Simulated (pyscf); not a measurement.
A first-order saddle from PySCF, ωB97X-D3(BJ)/def2-SVP:

```
P
H 1 1.4114
H 1 1.4390 2 98.63
H 1 1.7910 2 82.85 3 140.90
Ga 4 1.7293 1 83.16 2 124.88
H 5 1.5878 4 120.87 1 80.53
```

Surface: singlet, charge 0. Lowest wavenumbers (cm⁻¹): 1152i, 233, 295, 524, 537.

Problem. Which two sides does it connect, and which bonds change?

Solution. H₂P–GaH₂ ⇌ PH₃ + GaH [singlet], a 1,1-elimination read from left to right: Ga–P, Ga–H broken and H–P formed. At CCSD(T)/def2-TZVPP + ΔMP2(QZVPP) it lies +220.7 kJ/mol from the left side and +101.8 kJ/mol from the right (each side as separated species at their lowest minima found). On the product side the descent ends in an adduct with a Ga–P contact, 41.2 kJ/mol under the separated species and 156.7 kJ/mol under the saddle at ωB97X-D3(BJ)/def2-TZVP. What is counted as broken (Ga–P) persists as a longer contact in the product adduct; parting that adduct is a step of its own. At ωB97X-D3(BJ) the barrier from the zero used here is 255.1 kJ/mol. This is the saddle that the search found; another between the same sides may lie lower. The CCSD(T) − MP2 part came from Ansatz, without density fitting, on the same reference. The frozen core leaves the outer d or s,p core shells of the metals and heavy elements correlated in the MP2 and CC values, and def2-TZVPP describes them poorly, which can shift differences by a few kcal/mol. Elements up to Kr have no core potential and no relativistic terms here.
